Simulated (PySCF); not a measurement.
CH2Cl2, charge -1, doublet, at the geometry of the source list (a state made from the parent by changing its charge; the spin is typed, not shown lowest) (a gas-phase anion, which may not be bound at this level); HF/def2-SVP (PySCF).

The PySCF input:
```python
from pyscf import gto, scf

mol = gto.Mole()
mol.atom = '''
    Cl   -1.449200    0.862500   -0.041200
    C    -0.002200   -0.155500    0.009000
    Cl    1.473300    0.819800   -0.055700
    H    -0.005700   -0.711500    0.945800
    H    -0.016200   -0.815300   -0.857800
'''
mol.basis = 'def2-svp'
mol.charge = -1
mol.spin = 1
mol.verbose = 4
mol.build()

mf = scf.ROHF(mol)
mf.kernel()
mf.analyze()
```

Task: Write the output that PySCF gives for this input, abridged.

Result: 
```
PySCF version 2.14.0

[INPUT] verbose = 4
[INPUT] num. atoms = 5
[INPUT] num. electrons = 43
[INPUT] charge = -1
[INPUT] spin (= nelec alpha-beta = 2S) = 1
[INPUT] symmetry False subgroup None
[INPUT] Mole.unit = angstrom
[INPUT] Symbol           X                Y                Z      unit          X                Y                Z       unit  Magmom
[INPUT]  1 Cl    -1.449200000000   0.862500000000  -0.041200000000 AA   -2.738591099720   1.629888782437  -0.077856716332 Bohr   0.0
[INPUT]  2 C     -0.002200000000  -0.155500000000   0.009000000000 AA   -0.004157397474  -0.293852412370   0.017007535121 Bohr   0.0
[INPUT]  3 Cl     1.473300000000   0.819800000000  -0.055700000000 AA    2.784133499322   1.549197476918  -0.105257745138 Bohr   0.0
[INPUT]  4 H     -0.005700000000  -0.711500000000   0.945800000000 AA   -0.010771438910  -1.344540137628   1.787302968614 Bohr   0.0
[INPUT]  5 H     -0.016200000000  -0.815300000000  -0.857800000000 AA   -0.030613563218  -1.540693709358  -1.621007069652 Bohr   0.0

nuclear repulsion = 134.732516689966
number of shells = 28
number of NR pGTOs = 110
number of NR cGTOs = 60
basis = def2-svp
ecp = {}

******** <class 'pyscf.scf.rohf.ROHF'> ********
method = ROHF
initial guess = minao
damping factor = 0
level_shift factor = 0
DIIS = <class 'pyscf.scf.diis.CDIIS'>
diis_start_cycle = 1
diis_space = 8
diis_damp = 0
SCF conv_tol = 1e-09
SCF conv_tol_grad = None
SCF max_cycles = 50
direct_scf = True
direct_scf_tol = 1e-13
num. doubly occ = 21  num. singly occ = 1
Set gradient conv threshold to 3.16228e-05
init E= -957.913618514975
  HOMO = 0.0768071128351084  LUMO = 0.148303811244669  gap/eV = 1.94552
cycle= 1 E= -957.508537635646  delta_E= 0.405  |g|= 0.355  |ddm|= 6.08
  HOMO = 0.266229572117818  LUMO = 0.39239544679974  gap/eV = 3.43315
cycle= 2 E= -957.53862198724  delta_E= -0.0301  |g|= 0.175  |ddm|= 0.733
  HOMO = 0.286408645529438  LUMO = 0.420000303096796  gap/eV = 3.63521
cycle= 3 E= -957.547047675296  delta_E= -0.00843  |g|= 0.0395  |ddm|= 0.899
  HOMO = 0.275383240007784  LUMO = 0.41739386899705  gap/eV = 3.86431
cycle= 4 E= -957.54749666021  delta_E= -0.000449  |g|= 0.0107  |ddm|= 0.149
  HOMO = 0.278205288175302  LUMO = 0.418980323495365  gap/eV = 3.83068
cycle= 5 E= -957.547577796714  delta_E= -8.11e-05  |g|= 0.00388  |ddm|= 0.217
  HOMO = 0.277681603729365  LUMO = 0.419626220938743  gap/eV = 3.86251
cycle= 6 E= -957.547608122822  delta_E= -3.03e-05  |g|= 0.00323  |ddm|= 0.126
  HOMO = 0.27688442171216  LUMO = 0.420426134948625  gap/eV = 3.90597
cycle= 7 E= -957.547638195895  delta_E= -3.01e-05  |g|= 0.00278  |ddm|= 0.148
  HOMO = 0.274495486029816  LUMO = 0.422814466319941  gap/eV = 4.03597
cycle= 8 E= -957.547695671283  delta_E= -5.75e-05  |g|= 0.00106  |ddm|= 0.414
  HOMO = 0.273522578570021  LUMO = 0.423694876745148  gap/eV = 4.08640
cycle= 9 E= -957.547711089851  delta_E= -1.54e-05  |g|= 0.000511  |ddm|= 0.237
  HOMO = 0.272741275975738  LUMO = 0.424429535101226  gap/eV = 4.12765
cycle= 10 E= -957.547715339129  delta_E= -4.25e-06  |g|= 0.000115  |ddm|= 0.181
  HOMO = 0.272777152666432  LUMO = 0.424387292668744  gap/eV = 4.12552
cycle= 11 E= -957.547715432391  delta_E= -9.33e-08  |g|= 6.62e-05  |ddm|= 0.033
  HOMO = 0.272723444514037  LUMO = 0.42443493489019  gap/eV = 4.12828
cycle= 12 E= -957.547715433762  delta_E= -1.37e-09  |g|= 8.63e-06  |ddm|= 0.000486
  HOMO = 0.272730025611186  LUMO = 0.424430017524966  gap/eV = 4.12797
cycle= 13 E= -957.547715434219  delta_E= -4.57e-10  |g|= 2.35e-06  |ddm|= 0.00197
  HOMO = 0.272731249040058  LUMO = 0.424429006014415  gap/eV = 4.12791
Extra cycle  E= -957.547715434227  delta_E= -7.5e-12  |g|= 1.33e-06  |ddm|= 2.75e-05
converged SCF energy = -957.547715434227
**** SCF Summaries ****
Total Energy =                        -957.547715434226916
Nuclear Repulsion Energy =             134.732516689965763
One-electron Energy =                -1600.989975690889423
Two-electron Energy =                  508.709743566696773
Two-electron Coulomb Energy =          570.005539922948060
DFT Exchange-Correlation Energy =      -61.295796356251287
HOMO-LUMO gap [eV] =                     4.127906223397383
**** MO energy ****
                Roothaan           | alpha              | beta
MO #1   energy= -104.542912593831  | -104.543724005312  | -104.542101182349  occ= 2
MO #2   energy= -104.542853223058  | -104.543665519325  | -104.542040926791  occ= 2
MO #3   energy= -11.0643520828021  | -11.0776752985218  | -11.0510288670913  occ= 2
MO #4   energy= -10.3066557640042  | -10.3076437204896  | -10.3056678075189  occ= 2
MO #5   energy= -10.3066039538001  | -10.3075937181034  | -10.3056141894969  occ= 2
MO #6   energy= -7.78182225262302  | -7.78474220929581  | -7.7789022959497   occ= 2
MO #7   energy= -7.78176960258549  | -7.78469277476147  | -7.77884643040905  occ= 2
MO #8   energy= -7.77874323522267  | -7.77930314522488  | -7.77818332522074  occ= 2
MO #9   energy= -7.77869155338022  | -7.7792525111241   | -7.77813059563678  occ= 2
MO #10  energy= -7.77866943975105  | -7.77913099037706  | -7.77820788912505  occ= 2
MO #11  energy= -7.77861824539971  | -7.77908035293777  | -7.77815613786167  occ= 2
MO #12  energy= -0.934167862595313 | -0.949170156028442 | -0.919165553659828 occ= 2
MO #13  energy= -0.842806091749836 | -0.85136906904503  | -0.834243114454396 occ= 2
MO #14  energy= -0.640561368131603 | -0.656363594459471 | -0.624759114269889 occ= 2
MO #15  energy= -0.420109962401521 | -0.428867651076794 | -0.411352273726254 occ= 2
MO #16  energy= -0.36718616343706  | -0.384531964239968 | -0.349840339878687 occ= 2
MO #17  energy= -0.336549468949704 | -0.350579859368547 | -0.32251907852551  occ= 2
MO #18  energy= -0.230663793834041 | -0.234655296518499 | -0.226672291149603 occ= 2
MO #19  energy= -0.227867753154694 | -0.23346942517077  | -0.222266083104258 occ= 2
MO #20  energy= -0.203787802988356 | -0.211045871696625 | -0.196529734282667 occ= 2
MO #21  energy= -0.20218055408395  | -0.207096178592303 | -0.197264929575595 occ= 2
MO #22  energy= 0.272731249040058  | 0.124674969739586  | 0.420787427233007  occ= 1
MO #23  energy= 0.424429006014415  | 0.40045870735055   | 0.448399324303495  occ= 0
MO #24  energy= 0.424495893688302  | 0.401858831507463  | 0.447132955882336  occ= 0
MO #25  energy= 0.461962258389232  | 0.447453960104282  | 0.476470556701741  occ= 0
MO #26  energy= 0.807782322073304  | 0.791683139202226  | 0.823881518592929  occ= 0
MO #27  energy= 0.832412171463707  | 0.814534875431611  | 0.85028946752734   occ= 0
MO #28  energy= 0.841545797071339  | 0.838192771702892  | 0.844898822439784  occ= 0
MO #29  energy= 0.878509427387573  | 0.875426875687213  | 0.88159197923523   occ= 0
MO #30  energy= 0.985618743417187  | 0.982434987192311  | 0.988802499642317  occ= 0
 ** Mulliken pop on meta-lowdin orthogonal AOs  **
 ** Mulliken pop  **
 ** Mulliken atomic charges  **
charge of    0Cl =     -0.34982
charge of    1C =     -0.19649
charge of    2Cl =     -0.34966
charge of    3H =     -0.05200
charge of    4H =     -0.05204

WARN: System has nonzero charge -1; the dipole moment is origin-dependent.
Location of origin: [0. 0. 0.]

Dipole moment(X, Y, Z, Debye): -0.02721, -1.97266,  0.11379
```
